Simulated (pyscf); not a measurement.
Thermochemistry of product channels of H₂Si=AsH on the singlet surface, in kcal/mol, from ωB97M-D3(BJ)/def2-TZVP energies (ideal gas, 1 atm, RRHO with modes under 100 cm⁻¹ raised to 100, one conformer, R ln 2 for rigid chiral ones). Optimised with ωB97X-D3(BJ)/def2-SVP in PySCF.

```csv
products,ΔE,ΔH(298 K),ΔG(298 K),ΔG(600 K)
:HSi–AsH₂ [singlet],+16.8,+16.4,+15.5,+14.5
:Si=AsH [singlet] + hydrogen (H₂),+27.8,+25.2,+16.9,+8.4
```

The channel to :Si=AsH [singlet] + H₂ turns favourable between 298 and 1200 K (ΔG from +16.9 kcal/mol to -8.6 kcal/mol).

These are energies of the channels, which say nothing of barriers. Elements up to Kr have no core potential and no relativistic terms here.
